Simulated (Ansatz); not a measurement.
**Si₂ (triplet): B2PLYP, PBE-QIDH, RPA-PBE over vertical spin and charge gaps, 6-31G**

Aim: run Si₂ (triplet) with these functionals over vertical spin and charge gaps, and hold them against the top wave-function level at the same points.

Program: Ansatz 0.2.0, Gaussian basis. Level of theory: 6-31G, all electrons in the functionals, frozen cores in the correlation of double hybrids and RPA. These are calculated values, not measurements.

To be run: B2PLYP, PBE-QIDH, RPA-PBE, at charge 0, triplet; charge 0, singlet; charge 0, quintet; charge 1, doublet; charge 1, quartet (not every functional at every point).

11 further runs of the same task are left out: 4 that didn't finish, 7 set aside as unsound or not needed.

**1. The geometry**

The geometry is a PBE0/def2-TZVP stationary point (not a proven minimum).

2 atoms, charge 0, spin multiplicity 3.

Atoms are counted from 1 here; the program's logs count them from 0.

Bond lengths: Si1–Si2 2.255 Å.

No dispersion term is added.

The geometry shown and the zero of energy belong to the point charge 0, triplet. The yardstick, FCI, and other wave-function levels (R restricted, U unrestricted, valence and pair active spaces) come from earlier runs.

**2. B2PLYP, charge 0, triplet**

Contents of in.yaml:

```yaml
crystal:
  periodic: [false, false, false]
  atoms:
    - {symbol: Si, position_ang: [0.000000, 0.000000, 0.000000]}
    - {symbol: Si, position_ang: [0.000000, 0.000000, 2.254714]}
basis:
  gaussian: {orbitals: 6-31G}
magnetization: {spin_polarized: true, initial_magnetization: 2}
hamiltonian: {xc: {name: B2PLYP}}
correlation: {electrons: outside_noble_gas}
```

Started as:

```sh
> ansatz run in.yaml --threads 1 --pin off --events-out ev --progress --plain --max-ram 2393MiB
```

The program printed:

```text
Functional definition: B2PLYP
  name "B2PLYP"
  cite "Grimme, J. Chem. Phys. 124, 034108 (2006) doi:10.1063/1.2148954"
  cite "Becke, Phys. Rev. A 38, 3098 (1988) doi:10.1103/PhysRevA.38.3098"
  cite "Lee, Yang & Parr, Phys. Rev. B 37, 785 (1988) doi:10.1103/PhysRevB.37.785"
  parameter a = 0.53
  parameter c = 0.27
  exchange = (1 - a)*b88_x + a*exact_x
  correlation = (1 - c)*lyp_c + c*(mp2_os + mp2_ss)
280 factors; integrals over basis functions are off by at most 1.3e-4 eV
mean field evaluation 1: about -15741.3654 eV, gradient 2.1e0 eV
mean field evaluation 2: about -15741.3678 eV, gradient 2.1e0 eV
mean field evaluation 4: about -15741.4499 eV, gradient 1.6e-1 eV
mean field evaluation 8: about -15741.4504 eV, gradient 6.1e-4 eV
mean field evaluation 16: about -15741.4703 eV, gradient 2.5e-1 eV
mean field evaluation 32: about -15741.5925 eV, gradient 9.5e-3 eV
mean field evaluation 64: about -15741.5923 eV, gradient 3.3e-2 eV
mean field evaluation 96: about -15741.5925 eV, gradient 1.3e-2 eV
mean field -15741.59254826 eV, -578.4928561137 hartree, gradient 1.8e-6 eV, S^2 2.002558; 9 other end points of the search recorded, 0 dependent functions left out
10 core orbitals not correlated: weight in the atoms' cores, before any rotation towards them, 1.000 or more for the frozen orbitals, at most 0.000 for the correlated occupied ones
reference -15741.59265466 eV, -578.4928600240 hartree; 5, 3 occupied and 11, 13 virtual orbitals, 280 factors
second order -2.55823704 eV of doubles, -0.00000000 eV of singles
Total energy: -15742.28337866 eV, -578.5182436628 hartree
```

Wall time 4.4 s (1 thread of Arm Neoverse V1, shared host).

From the report: ⟨S²⟩ of the determinant 2.003 (pure triplet: 2.00).

**3. B2PLYP, charge 0, singlet**

Edit in.yaml of step 2 so:

```diff
@@ -7,3 +7,3 @@
   gaussian: {orbitals: 6-31G}
-magnetization: {spin_polarized: true, initial_magnetization: 2}
+magnetization: {spin_polarized: true, initial_magnetization: 0}
 hamiltonian: {xc: {name: B2PLYP}}
```

The command is unchanged.

The program printed, cut to the lines that bear on the results:

```text
Functional definition: B2PLYP
  name "B2PLYP"
  cite "Grimme, J. Chem. Phys. 124, 034108 (2006) doi:10.1063/1.2148954"
  cite "Becke, Phys. Rev. A 38, 3098 (1988) doi:10.1103/PhysRevA.38.3098"
  cite "Lee, Yang & Parr, Phys. Rev. B 37, 785 (1988) doi:10.1103/PhysRevB.37.785"
[...]
280 factors; integrals over basis functions are off by at most 1.3e-4 eV
[...]
mean field -15741.36870431 eV, -578.4846300006 hartree, gradient 2.1e-10 eV, S^2 1.000082; 12 other end points of the search recorded, 0 dependent functions left out
10 core orbitals not correlated: weight in the atoms' cores, before any rotation towards them, 1.000 or more for the frozen orbitals, at most 0.000 for the correlated occupied ones
reference -15741.36881042 eV, -578.4846339000 hartree; 4, 4 occupied and 12, 12 virtual orbitals, 280 factors
second order -2.66190583 eV of doubles, -0.00000000 eV of singles
Total energy: -15742.08752500 eV, -578.5110461735 hartree
```

Run time: 12 s. Hardware: 1 thread of Arm Neoverse V1, shared host.

From the report: ⟨S²⟩ of the determinant 1.000 (pure singlet: 0.00). The determinant is far from a pure spin state, so its energy mixes those of several spin states (harmless only where they are near-degenerate, as at dissociation).

From charge 0, triplet: +18.9 kJ/mol.

**4. B2PLYP, charge 0, quintet**

Edit in.yaml of step 3 so:

```diff
@@ -7,3 +7,3 @@
   gaussian: {orbitals: 6-31G}
-magnetization: {spin_polarized: true, initial_magnetization: 0}
+magnetization: {spin_polarized: true, initial_magnetization: 4}
 hamiltonian: {xc: {name: B2PLYP}}
```

The command is unchanged.

The program printed, cut to the lines that bear on the results:

```text
Functional definition: B2PLYP
  name "B2PLYP"
  cite "Grimme, J. Chem. Phys. 124, 034108 (2006) doi:10.1063/1.2148954"
  cite "Becke, Phys. Rev. A 38, 3098 (1988) doi:10.1103/PhysRevA.38.3098"
  cite "Lee, Yang & Parr, Phys. Rev. B 37, 785 (1988) doi:10.1103/PhysRevB.37.785"
[...]
280 factors; integrals over basis functions are off by at most 1.3e-4 eV
[...]
mean field -15740.42044360 eV, -578.4497820622 hartree, gradient 5.9e-6 eV, S^2 6.003481; 0 other end points of the search recorded, 0 dependent functions left out
10 core orbitals not correlated: weight in the atoms' cores, before any rotation towards them, 1.000 or more for the frozen orbitals, at most 0.000 for the correlated occupied ones
reference -15740.42055612 eV, -578.4497861970 hartree; 6, 2 occupied and 10, 14 virtual orbitals, 280 factors
second order -1.79692332 eV of doubles, -0.00000000 eV of singles
Total energy: -15740.90572541 eV, -578.4676158399 hartree
```

It took 0.75 s on 1 thread of Arm Neoverse V1, shared host.

From the report: ⟨S²⟩ of the determinant 6.003 (pure quintet: 6.00).

From charge 0, triplet: +132.9 kJ/mol.

**5. B2PLYP, charge 1, doublet**

Edit in.yaml of step 4 so:

```diff
@@ -7,3 +7,4 @@
   gaussian: {orbitals: 6-31G}
-magnetization: {spin_polarized: true, initial_magnetization: 4}
+total_charge: 1
+magnetization: {spin_polarized: true, initial_magnetization: 1}
 hamiltonian: {xc: {name: B2PLYP}}
```

Launched as before.

The program printed, cut to the lines that bear on the results:

```text
Functional definition: B2PLYP
  name "B2PLYP"
  cite "Grimme, J. Chem. Phys. 124, 034108 (2006) doi:10.1063/1.2148954"
  cite "Becke, Phys. Rev. A 38, 3098 (1988) doi:10.1103/PhysRevA.38.3098"
  cite "Lee, Yang & Parr, Phys. Rev. B 37, 785 (1988) doi:10.1103/PhysRevB.37.785"
[...]
280 factors; integrals over basis functions are off by at most 1.3e-4 eV
[...]
mean field -15733.71649137 eV, -578.2034163618 hartree, gradient 6.7e-7 eV, S^2 1.770490; 9 other end points of the search recorded, 0 dependent functions left out
10 core orbitals not correlated: weight in the atoms' cores, before any rotation towards them, 1.000 or more for the frozen orbitals, at most 0.000 for the correlated occupied ones
reference -15733.71660690 eV, -578.2034206074 hartree; 4, 3 occupied and 12, 13 virtual orbitals, 280 factors
second order -2.06957615 eV of doubles, -0.00000000 eV of singles
Total energy: -15734.27539246 eV, -578.2239555980 hartree
```

It took 3.4 s on 1 thread of Arm Neoverse V1, shared host.

From the report: ⟨S²⟩ of the determinant 1.770 (pure doublet: 0.75). The determinant is far from a pure spin state, so its energy mixes those of several spin states (harmless only where they are near-degenerate, as at dissociation).

From charge 0, triplet: +772.7 kJ/mol.

**6. B2PLYP, charge 1, quartet**

Edit in.yaml of step 5 so:

```diff
@@ -8,3 +8,3 @@
 total_charge: 1
-magnetization: {spin_polarized: true, initial_magnetization: 1}
+magnetization: {spin_polarized: true, initial_magnetization: 3}
 hamiltonian: {xc: {name: B2PLYP}}
```

Launched as before.

The program printed, cut to the lines that bear on the results:

```text
Functional definition: B2PLYP
  name "B2PLYP"
  cite "Grimme, J. Chem. Phys. 124, 034108 (2006) doi:10.1063/1.2148954"
  cite "Becke, Phys. Rev. A 38, 3098 (1988) doi:10.1103/PhysRevA.38.3098"
  cite "Lee, Yang & Parr, Phys. Rev. B 37, 785 (1988) doi:10.1103/PhysRevB.37.785"
[...]
280 factors; integrals over basis functions are off by at most 1.3e-4 eV
[...]
mean field -15734.07153374 eV, -578.2164639283 hartree, gradient 2.6e-6 eV, S^2 3.757370; 2 other end points of the search recorded, 0 dependent functions left out
10 core orbitals not correlated: weight in the atoms' cores, before any rotation towards them, 1.000 or more for the frozen orbitals, at most 0.000 for the correlated occupied ones
reference -15734.07164874 eV, -578.2164681543 hartree; 5, 2 occupied and 11, 14 virtual orbitals, 280 factors
second order -2.53418849 eV of doubles, -0.00000000 eV of singles
Total energy: -15734.75587963 eV, -578.2416131758 hartree
```

Run time: 0.82 s. Hardware: 1 thread of Arm Neoverse V1, shared host.

From the report: ⟨S²⟩ of the determinant 3.757 (pure quartet: 3.75).

From charge 0, triplet: +726.3 kJ/mol.

**7. PBE-QIDH, charge 0, triplet**

Contents of in.yaml:

```yaml
crystal:
  periodic: [false, false, false]
  atoms:
    - {symbol: Si, position_ang: [0.000000, 0.000000, 0.000000]}
    - {symbol: Si, position_ang: [0.000000, 0.000000, 2.254714]}
basis:
  gaussian: {orbitals: 6-31G}
magnetization: {spin_polarized: true, initial_magnetization: 2}
hamiltonian: {xc: {name: PBE-QIDH}}
correlation: {electrons: outside_noble_gas}
```

Same command.

The program printed, cut to the lines that bear on the results:

```text
Functional definition: PBE-QIDH
  name "PBE-QIDH"
  cite "Brémond, Sancho-García, Pérez-Jiménez & Adamo, J. Chem. Phys. 141, 031101 (2014) doi:10.1063/1.4890314"
  cite "Perdew, Burke & Ernzerhof, Phys. Rev. Lett. 77, 3865 (1996) doi:10.1103/PhysRevLett.77.3865"
[...]
280 factors; integrals over basis functions are off by at most 1.3e-4 eV
[...]
mean field -15736.24661734 eV, -578.2963967761 hartree, gradient 7.6e-7 eV, S^2 2.003718; 8 other end points of the search recorded, 0 dependent functions left out
10 core orbitals not correlated: weight in the atoms' cores, before any rotation towards them, 1.000 or more for the frozen orbitals, at most 0.000 for the correlated occupied ones
reference -15736.24662503 eV, -578.2963970588 hartree; 5, 3 occupied and 11, 13 virtual orbitals, 280 factors
second order -2.26223669 eV of doubles, -0.00000000 eV of singles
Total energy: -15737.00070393 eV, -578.3241089472 hartree
```

Wall time 3.1 s (1 thread of Arm Neoverse V1, shared host).

From the report: ⟨S²⟩ of the determinant 2.004 (pure triplet: 2.00).

**8. PBE-QIDH, charge 1, quartet**

Edit in.yaml of step 7 so:

```diff
@@ -7,3 +7,4 @@
   gaussian: {orbitals: 6-31G}
-magnetization: {spin_polarized: true, initial_magnetization: 2}
+total_charge: 1
+magnetization: {spin_polarized: true, initial_magnetization: 3}
 hamiltonian: {xc: {name: PBE-QIDH}}
```

Same command.

The program printed, cut to the lines that bear on the results:

```text
Functional definition: PBE-QIDH
  name "PBE-QIDH"
  cite "Brémond, Sancho-García, Pérez-Jiménez & Adamo, J. Chem. Phys. 141, 031101 (2014) doi:10.1063/1.4890314"
  cite "Perdew, Burke & Ernzerhof, Phys. Rev. Lett. 77, 3865 (1996) doi:10.1103/PhysRevLett.77.3865"
[...]
280 factors; integrals over basis functions are off by at most 1.3e-4 eV
[...]
mean field -15728.65358887 eV, -578.0173581268 hartree, gradient 6.0e-6 eV, S^2 3.761880; 4 other end points of the search recorded, 0 dependent functions left out
10 core orbitals not correlated: weight in the atoms' cores, before any rotation towards them, 1.000 or more for the frozen orbitals, at most 0.000 for the correlated occupied ones
reference -15728.65359866 eV, -578.0173584866 hartree; 5, 2 occupied and 11, 14 virtual orbitals, 280 factors
second order -2.21818753 eV of doubles, -0.00000000 eV of singles
Total energy: -15729.39299451 eV, -578.0445307827 hartree
```

It took 1.1 s on 1 thread of Arm Neoverse V1, shared host.

From the report: ⟨S²⟩ of the determinant 3.762 (pure quartet: 3.75).

From charge 0, triplet: +734.0 kJ/mol.

**9. RPA-PBE, charge 0, triplet**

Contents of in.yaml:

```yaml
crystal:
  periodic: [false, false, false]
  atoms:
    - {symbol: Si, position_ang: [0.000000, 0.000000, 0.000000]}
    - {symbol: Si, position_ang: [0.000000, 0.000000, 2.254714]}
basis:
  gaussian: {orbitals: 6-31G}
magnetization: {spin_polarized: true, initial_magnetization: 2}
hamiltonian: {xc: {name: PBE}}
correlation: {method: rpa, electrons: outside_noble_gas}
```

Launched as before.

The program printed, cut to the lines that bear on the results:

```text
Functional definition: PBE
  name "PBE"
  cite "Perdew, Burke & Ernzerhof, Phys. Rev. Lett. 77, 3865 (1996) doi:10.1103/PhysRevLett.77.3865"
  parent pbe
[...]
280 factors; integrals over basis functions are off by at most 1.3e-4 eV
[...]
mean field -15741.99651658 eV, -578.5077016760 hartree, gradient 5.5e-6 eV, S^2 2.001318; 12 other end points of the search recorded, 0 dependent functions left out
10 core orbitals not correlated: weight in the atoms' cores, before any rotation towards them, 1.000 or more for the frozen orbitals, at most 0.000 for the correlated occupied ones
reference -15718.90774374 eV, -577.6592049243 hartree; 5, 3 occupied and 11, 13 virtual orbitals, 280 factors
Total energy: -15723.66877587 eV, -577.8341696277 hartree
```

It took 5.5 s on 1 thread of Arm Neoverse V1, shared host.

From the report: ⟨S²⟩ of the determinant 2.001 (pure triplet: 2.00).

**10. RPA-PBE, charge 0, singlet**

Edit in.yaml of step 9 so:

```diff
@@ -7,3 +7,3 @@
   gaussian: {orbitals: 6-31G}
-magnetization: {spin_polarized: true, initial_magnetization: 2}
+magnetization: {spin_polarized: true, initial_magnetization: 0}
 hamiltonian: {xc: {name: PBE}}
```

Launched as before.

The program printed, cut to the lines that bear on the results:

```text
Functional definition: PBE
  name "PBE"
  cite "Perdew, Burke & Ernzerhof, Phys. Rev. Lett. 77, 3865 (1996) doi:10.1103/PhysRevLett.77.3865"
  parent pbe
[...]
280 factors; integrals over basis functions are off by at most 1.3e-4 eV
[...]
mean field -15741.78207793 eV, -578.4998212007 hartree, gradient 2.1e-6 eV, S^2 1.007710; 28 other end points of the search recorded, 0 dependent functions left out
10 core orbitals not correlated: weight in the atoms' cores, before any rotation towards them, 1.000 or more for the frozen orbitals, at most 0.000 for the correlated occupied ones
reference -15718.65552642 eV, -577.6499361086 hartree; 4, 4 occupied and 12, 12 virtual orbitals, 280 factors
Total energy: -15723.44038996 eV, -577.8257766004 hartree
```

Wall time 27 s (1 thread of Arm Neoverse V1, shared host).

From the report: ⟨S²⟩ of the determinant 1.008 (pure singlet: 0.00). The determinant is far from a pure spin state, so its energy mixes those of several spin states (harmless only where they are near-degenerate, as at dissociation).

From charge 0, triplet: +22.0 kJ/mol.

**11. RPA-PBE, charge 0, quintet**

Edit in.yaml of step 10 so:

```diff
@@ -7,3 +7,3 @@
   gaussian: {orbitals: 6-31G}
-magnetization: {spin_polarized: true, initial_magnetization: 0}
+magnetization: {spin_polarized: true, initial_magnetization: 4}
 hamiltonian: {xc: {name: PBE}}
```

Same command.

The program printed:

```text
Functional definition: PBE
  name "PBE"
  cite "Perdew, Burke & Ernzerhof, Phys. Rev. Lett. 77, 3865 (1996) doi:10.1103/PhysRevLett.77.3865"
  parent pbe
  parameter kappa = 0.804
  parameter beta = 0.06672455060314922
  exchange = pbe_x(kappa = kappa, mu = beta*pi^2/3)
  correlation = pbe_c(beta = beta)
280 factors; integrals over basis functions are off by at most 1.3e-4 eV
mean field evaluation 1: about -15740.3717 eV, gradient 3.2e0 eV
mean field evaluation 2: about -15740.3683 eV, gradient 3.2e0 eV
mean field evaluation 4: about -15740.5092 eV, gradient 2.4e-1 eV
mean field evaluation 8: about -15740.5142 eV, gradient 2.9e-1 eV
mean field evaluation 16: about -15740.5097 eV, gradient 2.2e-6 eV
mean field -15740.50972588 eV, -578.4530631252 hartree, gradient 2.1e-6 eV, S^2 6.000406; 2 other end points of the search recorded, 0 dependent functions left out
10 core orbitals not correlated: weight in the atoms' cores, before any rotation towards them, 1.000 or more for the frozen orbitals, at most 0.000 for the correlated occupied ones
reference -15718.75155002 eV, -577.6534649106 hartree; 6, 2 occupied and 10, 14 virtual orbitals, 280 factors
Error: the energy between an occupied orbital and the lowest state that it is excited into in its spin channel is -0.0450 eV and must be positive: a state without a gap has no random-phase energy
```

It took 1.2 s on 1 thread of Arm Neoverse V1, shared host.

The run stopped with an error; it gives no energy for the table.

**12. RPA-PBE, charge 1, doublet**

Edit in.yaml of step 11 so:

```diff
@@ -7,3 +7,4 @@
   gaussian: {orbitals: 6-31G}
-magnetization: {spin_polarized: true, initial_magnetization: 4}
+total_charge: 1
+magnetization: {spin_polarized: true, initial_magnetization: 1}
 hamiltonian: {xc: {name: PBE}}
```

Launched as before.

The program printed, cut to the lines that bear on the results:

```text
Functional definition: PBE
  name "PBE"
  cite "Perdew, Burke & Ernzerhof, Phys. Rev. Lett. 77, 3865 (1996) doi:10.1103/PhysRevLett.77.3865"
  parent pbe
[...]
280 factors; integrals over basis functions are off by at most 1.3e-4 eV
[...]
mean field -15733.68139795 eV, -578.2021267024 hartree, gradient 8.4e-7 eV, S^2 1.763058; 20 other end points of the search recorded, 0 dependent functions left out
10 core orbitals not correlated: weight in the atoms' cores, before any rotation towards them, 1.000 or more for the frozen orbitals, at most 0.000 for the correlated occupied ones
reference -15711.70222033 eV, -577.3944068229 hartree; 4, 3 occupied and 12, 13 virtual orbitals, 280 factors
Total energy: -15715.80392799 eV, -577.5451417993 hartree
```

It took 10 s on 1 thread of Arm Neoverse V1, shared host.

From the report: ⟨S²⟩ of the determinant 1.763 (pure doublet: 0.75). The determinant is far from a pure spin state, so its energy mixes those of several spin states (harmless only where they are near-degenerate, as at dissociation).

From charge 0, triplet: +758.8 kJ/mol.

**13. RPA-PBE, charge 1, quartet**

Edit in.yaml of step 12 so:

```diff
@@ -8,3 +8,3 @@
 total_charge: 1
-magnetization: {spin_polarized: true, initial_magnetization: 1}
+magnetization: {spin_polarized: true, initial_magnetization: 3}
 hamiltonian: {xc: {name: PBE}}
```

Launched as before.

The program printed:

```text
Functional definition: PBE
  name "PBE"
  cite "Perdew, Burke & Ernzerhof, Phys. Rev. Lett. 77, 3865 (1996) doi:10.1103/PhysRevLett.77.3865"
  parent pbe
  parameter kappa = 0.804
  parameter beta = 0.06672455060314922
  exchange = pbe_x(kappa = kappa, mu = beta*pi^2/3)
  correlation = pbe_c(beta = beta)
280 factors; integrals over basis functions are off by at most 1.3e-4 eV
mean field evaluation 1: about -15733.7832 eV, gradient 5.5e0 eV
mean field evaluation 2: about -15733.7821 eV, gradient 5.5e0 eV
mean field evaluation 4: about -15734.1505 eV, gradient 1.2e-1 eV
mean field evaluation 8: about -15734.1507 eV, gradient 1.4e-3 eV
mean field -15734.15070628 eV, -578.2193734653 hartree, gradient 1.6e-6 eV, S^2 3.750707; 0 other end points of the search recorded, 0 dependent functions left out
10 core orbitals not correlated: weight in the atoms' cores, before any rotation towards them, 1.000 or more for the frozen orbitals, at most 0.000 for the correlated occupied ones
reference -15712.26623877 eV, -577.4151341180 hartree; 5, 2 occupied and 11, 14 virtual orbitals, 280 factors
Total energy: -15716.34208221 eV, -577.5649186021 hartree
```

Run time: 0.67 s. Hardware: 1 thread of Arm Neoverse V1, shared host.

From the report: ⟨S²⟩ of the determinant 3.751 (pure quartet: 3.75).

From charge 0, triplet: +706.9 kJ/mol.

**14. Against the wave-function levels**

The yardstick is full CI for this spin, exact in this basis with these frozen cores. It comes from earlier runs at the same points. Energies in kJ/mol, counted from charge 0, triplet; blanks weren't run or aren't comparable.

```tsv
level	triplet to singlet	triplet to quintet	ionisation to the doublet cation	ionisation to the quartet cation
FCI	58.8	137.5	790.6	702.5
B2PLYP		132.9		726.3
PBE-QIDH				734.0
RPA-PBE				706.9
```

Largest miss and mean time a point (FCI took 9 s a point; shared hosts):

```tsv
level	largest miss (kJ/mol)	where	time a point
B2PLYP	+23.8	ionisation to the quartet cation	4.2 s
PBE-QIDH	+31.6	ionisation to the quartet cation	2.1 s
RPA-PBE	+4.4	ionisation to the quartet cation	8.9 s
```

**15. Results**

| quantity | value |
| --- | --- |
| triplet to singlet, FCI | 58.8 kJ/mol |
| triplet to quintet, FCI | 137.5 kJ/mol |
| ionisation to the doublet cation, FCI | 790.6 kJ/mol |
| ionisation to the quartet cation, FCI | 702.5 kJ/mol |
| largest miss, B2PLYP | +23.8 kJ/mol (ionisation to the quartet cation) |
| largest miss, PBE-QIDH | +31.6 kJ/mol (ionisation to the quartet cation) |
| largest miss, RPA-PBE | +4.4 kJ/mol (ionisation to the quartet cation) |

**Reading.** Misses are known at 2 of 4 points at best, and only functionals with that many are ranked. B2PLYP strays by up to 23.8 kJ/mol, at ionisation to the quartet cation. B2PLYP clearly breaks the spin symmetry at some points (⟨S²⟩ up to 1.02 above the pure value), so energy there is bought with a mixed spin. Functionals and the yardstick converge differently with the basis, so part of each miss in 6-31G is the basis.
